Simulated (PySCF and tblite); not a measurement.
Results of a calculation; reference values are marked as such.
Conformers and averaged properties: C₃H₈S, numbered as in [CH3:1][CH2:2][S:3][CH3:4]

Geometries PBE0-D3(BJ)/def2-SVP; weights from PBE0-D3(BJ)/def2-TZVP energies and GFN2-xTB thermal corrections, with symmetry numbers and mirror pairs. Conformers within 4 kcal/mol (GFN2-xTB free energy) were kept, 5 at most. GIAO shieldings: PBE0/pcSseg-1. Shifts are against TMS (¹H), TMS (¹³C) at the same level. Programs: PySCF with density fitting and tblite.

Torsions listed: C1–C2–S3–C4. Of a mirror pair one member is shown.

```
conformer  shape   symmetry  E(GFN2) kcal/mol  E(DFT) kcal/mol  G(298.15 K) kcal/mol  weight %  dipole D
        1   -70°  C1 (pair)              0.00             0.00                  0.00      65.1      1.61
        2   180°         Cs              0.81             0.09                  0.37      34.9      1.59
```

Weights (%) against temperature:

```
 T (K)     1     2  S(mix) cal/mol/K
   150  66.3  33.7              2.18
   200  65.7  34.3              2.18
   250  65.3  34.7              2.18
298.15  65.1  34.9              2.18
   400  64.9  35.1              2.18
```

Averaged shifts at 298.15 K. ¹H: 2.23 (H2, 2H), 1.92 (H4, 3H), 1.18 (H1, 3H) ppm. ¹³C: 33.5 (C2), 18.9 (C4), 15.0 (C1) ppm.

Coordinates of conformer 1 (Å):

```xyz
12

C    -1.431   -0.405   -0.448
C    -0.769    0.488    0.585
S     0.700    1.377   -0.003
C     1.868    0.013   -0.177
H    -2.340   -0.872   -0.035
H    -0.762   -1.218   -0.771
H    -1.712    0.172   -1.341
H    -1.456    1.286    0.907
H    -0.498   -0.079    1.492
H     2.828    0.456   -0.479
H     2.012   -0.515    0.778
H     1.561   -0.704   -0.953
```

Shifts are unscaled: against experiment ¹³C can be off by 15 ppm or more and ¹H by 0.8 ppm.
